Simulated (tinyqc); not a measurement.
Inside a calculation. Method: ROHF in the sto-3g basis, for LiH+, spin multiplicity 2. One step of it, computed by the program tinyqc.

Problem. Iteration 2: Roothaan effective Fock matrix. With projectors Pc = D(beta) S, Po = (D(alpha) - D(beta)) S, Pv = 1 - D(alpha) S, the block xy is Px^T F Py; with Fc = (F(alpha) + F(beta))/2, the blocks are Fc for cc, oo, vv and cv, F(beta) for co and F(alpha) for ov.

F(alpha) (hartree), order 1Li 1s, 1Li 2s, 1Li 2px, 1Li 2py, 1Li 2pz, 2H 1s:
$$\begin{pmatrix}
-2.676818 & -0.710961 & 0.000000 & 0.000000 & 0.000278 & -0.043841 \\
-0.710961 & -0.451188 & 0.000000 & 0.000000 & -0.114843 & -0.286909 \\
0.000000 & 0.000000 & -0.082402 & 0.000000 & 0.000000 & 0.000000 \\
0.000000 & 0.000000 & 0.000000 & -0.082402 & 0.000000 & 0.000000 \\
0.000278 & -0.114843 & 0.000000 & 0.000000 & -0.196671 & -0.337204 \\
-0.043841 & -0.286909 & 0.000000 & 0.000000 & -0.337204 & -0.634125
\end{pmatrix}$$

F(beta) (hartree), order 1Li 1s, 1Li 2s, 1Li 2px, 1Li 2py, 1Li 2pz, 2H 1s:
$$\begin{pmatrix}
-2.669514 & -0.710977 & 0.000000 & 0.000000 & 0.000862 & -0.043383 \\
-0.710977 & -0.339024 & 0.000000 & 0.000000 & -0.011318 & -0.110626 \\
0.000000 & 0.000000 & -0.063869 & 0.000000 & 0.000000 & 0.000000 \\
0.000000 & 0.000000 & 0.000000 & -0.063869 & 0.000000 & 0.000000 \\
0.000862 & -0.011318 & 0.000000 & 0.000000 & -0.086395 & -0.136420 \\
-0.043383 & -0.110626 & 0.000000 & 0.000000 & -0.136420 & -0.116565
\end{pmatrix}$$

D(alpha) after iteration 1, order 1Li 1s, 1Li 2s, 1Li 2px, 1Li 2py, 1Li 2pz, 2H 1s:
$$\begin{pmatrix}
1.011534 & -0.051143 & 0.000000 & 0.000000 & -0.032402 & -0.089152 \\
-0.051143 & 0.228402 & 0.000000 & 0.000000 & 0.119848 & 0.322290 \\
0.000000 & 0.000000 & 0.000000 & 0.000000 & 0.000000 & 0.000000 \\
0.000000 & 0.000000 & 0.000000 & 0.000000 & 0.000000 & 0.000000 \\
-0.032402 & 0.119848 & 0.000000 & 0.000000 & 0.062918 & 0.169207 \\
-0.089152 & 0.322290 & 0.000000 & 0.000000 & 0.169207 & 0.455058
\end{pmatrix}$$

D(beta) after iteration 1, order 1Li 1s, 1Li 2s, 1Li 2px, 1Li 2py, 1Li 2pz, 2H 1s:
$$\begin{pmatrix}
0.993928 & 0.012251 & 0.000000 & 0.000000 & 0.000881 & 0.000359 \\
0.012251 & 0.000151 & 0.000000 & 0.000000 & 0.000011 & 0.000004 \\
0.000000 & 0.000000 & 0.000000 & 0.000000 & 0.000000 & 0.000000 \\
0.000000 & 0.000000 & 0.000000 & 0.000000 & 0.000000 & 0.000000 \\
0.000881 & 0.000011 & 0.000000 & 0.000000 & 0.000001 & 0.000000 \\
0.000359 & 0.000004 & 0.000000 & 0.000000 & 0.000000 & 0.000000
\end{pmatrix}$$

overlap S, order 1Li 1s, 1Li 2s, 1Li 2px, 1Li 2py, 1Li 2pz, 2H 1s:
$$\begin{pmatrix}
1.000000 & 0.241137 & 0.000000 & 0.000000 & 0.000000 & 0.013768 \\
0.241137 & 1.000000 & 0.000000 & 0.000000 & 0.000000 & 0.235727 \\
0.000000 & 0.000000 & 1.000000 & 0.000000 & 0.000000 & 0.000000 \\
0.000000 & 0.000000 & 0.000000 & 1.000000 & 0.000000 & 0.000000 \\
0.000000 & 0.000000 & 0.000000 & 0.000000 & 1.000000 & 0.346504 \\
0.013768 & 0.235727 & 0.000000 & 0.000000 & 0.346504 & 1.000000
\end{pmatrix}$$

Give: effective F.

Solution.

effective F (hartree), order 1Li 1s, 1Li 2s, 1Li 2px, 1Li 2py, 1Li 2pz, 2H 1s:
$$\begin{pmatrix}
-2.6732 & -0.7110 & 0.0000 & 0.0000 & 0.0008 & -0.0428 \\
-0.7110 & -0.3409 & 0.0000 & 0.0000 & -0.0361 & -0.1808 \\
0.0000 & 0.0000 & -0.0731 & 0.0000 & 0.0000 & 0.0000 \\
0.0000 & 0.0000 & 0.0000 & -0.0731 & 0.0000 & 0.0000 \\
0.0008 & -0.0361 & 0.0000 & 0.0000 & -0.1331 & -0.2461 \\
-0.0428 & -0.1808 & 0.0000 & 0.0000 & -0.2461 & -0.4362
\end{pmatrix}$$
